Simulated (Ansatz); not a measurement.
Reaction (SMILES): FSF + 2 [H][H] (H2) → 2 F (HF) + S (H2S)
B3LYP-D3(BJ)/def2-TZVP geometries, fixed; electronic energies without zero-point terms.
Largest species:
```
S
F 1 1.6052
F 1 1.6052 2 98.75
```
Charge 0, spin multiplicity 1.

Basis-set convergence of the energy of full hydrogenation at PBE with Ansatz (a program for electronic structure). Cartesian d functions, on some or all atoms, in 6-31G*, 6-31G**, 6-31+G*, 6-311G**; all else is spherical. The program fits the integrals of some runs and decomposes those of others, by size. No added dispersion term, no relativity. Functions are those of the species that has most. Reference: the value in aug-cc-pV(5+d)Z, -64.23 kcal/mol, itself unsure by roughly 0.14 kcal/mol (its mean distance from pcseg-4, aug-pcseg-3, aug-cc-pV(Q+d)Z). Deviations are taken from unrounded values.

```
basis              functions  energy of full hydrogenation (kcal/mol)  minus reference (kcal/mol)
-----------------  ---------  ---------------------------------------  --------------------------
STO-3G                    19                                     3.06                       67.29
6-31G                     31                                   -64.71                       -0.48
6-31G*                    49                                   -44.51                       19.72
6-31G**                   49                                   -54.23                       10.00
cc-pV(D+d)Z               51                                   -59.67                        4.56
6-31+G*                   61                                   -59.93                        4.30
6-311G**                  63                                   -70.49                       -6.26
aug-pcseg-1               73                                   -74.92                      -10.69
def2-SVPD                 73                                   -79.25                      -15.02
6-311++G(2d,2p)           89                                   -73.59                       -9.36
cc-pV(T+d)Z               99                                   -60.21                        4.02
6-311++G(3df,3pd)        125                                   -67.86                       -3.63
def2-TZVPD               126                                   -63.72                        0.51
jun-cc-pV(T+d)Z          126                                   -65.61                       -1.38
aug-pcseg-2              142                                   -65.62                       -1.39
aug-cc-pV(T+d)Z          147                                   -65.17                       -0.94
def2-QZVPP               184                                   -63.71                        0.53
aug-pcseg-3              259                                   -64.28                       -0.05
```
